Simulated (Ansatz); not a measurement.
Working through the interaction energy of a dimer with the counterpoise correction of N2O, SMILES N#[N+][O-]

Computed with the Ansatz DFT code, driven from Python.

Typed at the interpreter:
```pycon
>>> import ansatz as az
>>> BASIS = "def2-SVP"
>>> XC = "PBE0"
>>> FIRST = [
...     ("N", (-0.5043, 0.9869, -0.1655)),
...     ("N", (-0.0067, 0.0131, -0.0022)),
...     ("O", (0.511, -1.0, 0.1677)),
... ]
>>> SECOND = [
...     ("N", (-0.3918, 2.002, 3.1524)),
...     ("N", (-1.3007, 1.4824, 2.7969)),
...     ("O", (-2.2463, 0.9419, 2.427)),
... ]
>>> def energy(atoms, ghosts=()):
...     molecule = az.Crystal.molecule()
...     for symbol, xyz in atoms:
...         molecule = molecule.atom(symbol, xyz)
...     calc = (
...         molecule.calculation()
...         .basis(gaussian=BASIS)
...         .functional(XC)
...         .accuracy("medium")
...         .scf(lower_state_search="off")
...     )
...     deck = calc.input()
...     if ghosts:
...         deck = deck.set(az.key.basis.gaussian.ghost_atoms, [{"symbol": s, "position_ang": list(xyz)} for s, xyz in ghosts])
...     return az.Session.from_dict(deck).plan().execute().report["free_energy_ev"]
...
>>> # monomers in their own basis and in the basis of the dimer
>>> both = energy(FIRST + SECOND)
>>> alone = energy(FIRST) + energy(SECOND)
>>> ghosted = energy(FIRST, SECOND) + energy(SECOND, FIRST)
>>> print(f"dimer {both:.6f} eV")
dimer -10031.454513 eV
>>> print(f"interaction, uncorrected   {(both - alone):8.3f} eV")
interaction, uncorrected     -0.008 eV
>>> print(f"interaction, counterpoise  {(both - ghosted):8.3f} eV")
interaction, counterpoise     0.015 eV
>>> print(f"basis-set superposition    {(alone - ghosted):8.3f} eV")
basis-set superposition       0.023 eV
```

Uncorrected it is -0.008 eV, with the counterpoise correction 0.015 eV; the difference, 0.023 eV, is the superposition error. The sign changes with the correction, so this basis doesn't settle it.

Caveats:
- The settings weren't tested for convergence.
- The dimer is a generated trial pose of unrelaxed monomers, not a minimum, so the figure is no binding energy, and the basis set is small.
- This level lacks the dispersion part of the attraction (electrostatics and induction are there), which can decide the sign where the interaction is weak.
- Finished in 6.3 s on 1 thread of Intel(R) Xeon(R) Platinum 8259CL CPU @ 2.50GHz (Skylake/Cascade Lake) (shared host), peak memory 0.2 GiB.
